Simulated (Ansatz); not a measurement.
**AlH+ (doublet): from Hartree-Fock to the top rungs, def2-TZVPP**

An exercise on one series of results from a longer session: the logs are not shown, and one member is left open.

The runs use Ansatz 0.2.0, Gaussian basis; def2-TZVPP, core rule «outside noble gas», up to 5 orbitals frozen.

The runs, in order: UHF; ROHF; CCSD(T) on UHF.

2 further runs of the same task are left out: 2 set aside as unsound or not needed.

## What is computed

The geometry is a PBE0/def2-TZVP stationary point (not a proven minimum) of the parent state, kept for this charge and spin.

2 atoms, charge 1, spin multiplicity 2.

Atoms are counted from 1 here; the program's logs count them from 0.

Bond lengths: Al1–H2 1.665 Å.

The first run:

The input, in.yaml:

```yaml
crystal:
  periodic: [false, false, false]
  atoms:
    - {symbol: Al, position_ang: [0.000000, 0.000000, 0.000000]}
    - {symbol: H, position_ang: [0.000000, 0.000000, 1.664886]}
basis:
  gaussian: {orbitals: def2-TZVPP}
total_charge: 1
magnetization: {spin_polarized: true, initial_magnetization: 1}
hamiltonian: {xc: hf}
output: {orbitals: {seedname: orbitals}}
```

Run with:

```
> ansatz run in.yaml --threads 1 --pin off --events-out ev --progress --plain --max-ram 4096MiB --backend cpu
```

Among the steps run: UHF; ROHF; CCSD(T) on UHF.

One of the session's tables, all rows but one given; the rest of the session is left out.

| method | from UCCSD(T) (meV) |
| --- | --- |
| ROHF | +1411.3 |
| UHF | +1269.3 |
| UMP2 | ? |
| UCCSD | +16.4 |
| UCCSD(T) | 0 |

**Question.** Estimate the row for UMP2.

As computed: from UCCSD(T) (meV): +373.6. In the column «from UCCSD(T) (meV)» it lies between UCCSD (+16.4) and UHF (+1269.3).
